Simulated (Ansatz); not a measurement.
C4H5F, SMILES `C=C=C(C)F`, relaxed with RKS PBE0-D4/def2-TZVP in the Gaussian-basis code of Ansatz from a PBE-D4/def2-SVP geometry. The force threshold is 0.005 eV/Å; the program also tests the step.

The species carries charge 0 and has multiplicity 1.

Start:

```xyz
10

C    -0.827    1.410   -1.386
C    -0.606    0.470   -0.491
C    -0.350   -0.465    0.409
C     0.994   -0.889    0.907
F    -1.371   -1.155    0.990
H    -0.884    1.185   -2.467
H    -0.972    2.467   -1.095
H     1.073   -0.713    2.001
H     1.803   -0.334    0.397
H     1.140   -1.977    0.737
```

(1) How much energy does the relaxation release, and in how many steps? (Estimate.)

(2) Which bonds change most? (Best estimate.)

(3) Give the relaxed structure. (Estimate.)

## Answers

(1) Computed: 0.06 eV, in 11 steps, 2 of them rejected.

(2) Computed: C2–C3 from 1.323 to 1.302 Å; C1–H7 from 1.106 to 1.087 Å; C1–H6 from 1.106 to 1.087 Å; C4–H8 from 1.111 to 1.094 Å.

(3) Computed: 
```xyz
10

C    -0.817    1.390   -1.372
C    -0.599    0.469   -0.482
C    -0.343   -0.449    0.406
C     0.986   -0.881    0.898
F    -1.364   -1.124    0.985
H    -0.875    1.155   -2.431
H    -0.957    2.431   -1.089
H     1.057   -0.729    1.979
H     1.776   -0.315    0.408
H     1.135   -1.946    0.699
```
